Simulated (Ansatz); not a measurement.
For fcc Pd, PBEsol (plane waves, PAW; Ansatz, an electronic-structure program) gives:

| Property | Result |
|---|---|
| lattice parameter a | 3.876 Å |
| bulk modulus B0 | 204 GPa |

What does r²SCANh (Ansatz, plane waves, PAW) give for the same quantities?


- lattice constant a: 3.903 Å (rises by 0.7 %)
- bulk modulus: 184 GPa (falls by 9.8 %)

For comparison: lattice constant a 3.876 Å (measured, static lattice: zero-point anharmonic expansion removed; as tabulated in Mejia-Rodriguez and Trickey (2018), arXiv:1807.09216); bulk modulus 195 GPa (measured, zero-point energy and finite temperature contributions removed, our sources range from 187 to 198; as tabulated in doi:10.1021/acs.jctc.3c00612).

Changes are worked out from the printed values.

Unless a cell is named, each level is at its own relaxed cell (PBEsol 14.55, r²SCANh 14.87 Å³/atom).

The crystal itself was run without spin with PBEsol, r²SCANh; a magnetic state was not tried in these runs.

Ansatz's density-functional and Hartree–Fock values are scalar-relativistic unless marked +SOC, with PAW data made under PBE.
